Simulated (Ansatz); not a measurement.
Results of LDA in Ansatz (PAW) for chalcopyrite ZnGeP2.

Numerical settings: plane-wave cutoff 520 eV, 10×10×10 k mesh, Fermi–Dirac smearing 0.01 eV, scalar-relativistic PAW data made under PBE.

Cell (relaxed at this level):

```cif
data_Ge2P4Zn2
_chemical_formula_sum 'Zn2 Ge2 P4'
_space_group_name_H-M_alt 'P 1'
_space_group_IT_number 1
_cell_length_a 6.53143
_cell_length_b 6.53143
_cell_length_c 6.53143
_cell_angle_alpha 131.418
_cell_angle_beta 131.418
_cell_angle_gamma 71.149
loop_
_space_group_symop_operation_xyz
  'x, y, z'
loop_
_atom_site_label
_atom_site_type_symbol
_atom_site_fract_x
_atom_site_fract_y
_atom_site_fract_z
_atom_site_occupancy
Zn1 Zn 0.00000 0.00000 0.00000 1
Zn2 Zn 0.75000 0.25000 0.50000 1
Ge1 Ge 0.50000 0.50000 0.00000 1
Ge2 Ge 0.25000 0.75000 0.50000 1
P1 P 0.87500 0.87463 0.49963 1
P2 P 0.12537 0.62500 0.00037 1
P3 P 0.37500 0.37537 0.50037 1
P4 P 0.62463 0.12500 0.99963 1
```

Question: Predict the bulk modulus B0, band gap, smallest direct gap on the k points sampled and pressure derivative B′ of the bulk modulus.

Answer: 
bulk modulus B0: 88.9 GPa
band gap: 1.00 eV (indirect)
smallest direct gap on the k points sampled: 1.18 eV
pressure derivative B′ of the bulk modulus: 4.5

Measured, for comparison: band gap 2.05 eV (temperature not stated, no zero-point or thermal correction, pseudodirect, our sources range from 1.80 to 2.20; as tabulated in Rashkeev et al. (1999), arXiv:cond-mat/9809378); bulk modulus 79 GPa (room temperature, no zero-point or thermal correction; as tabulated in Isothermal phase behavior of Ag3SbS3, ZnGeP2, and ZnS (abstract)). Computed (rounded) less measured: bulk modulus +13 %.

Note: the bulk modulus comes from volumes at which shape and atoms were relaxed.

Spin–orbit coupling is not included.

Computed values are for the static lattice.

Computing time: about 30 core-minutes (a rough figure).

Ansatz is a quantum-chemistry and plane-wave program.
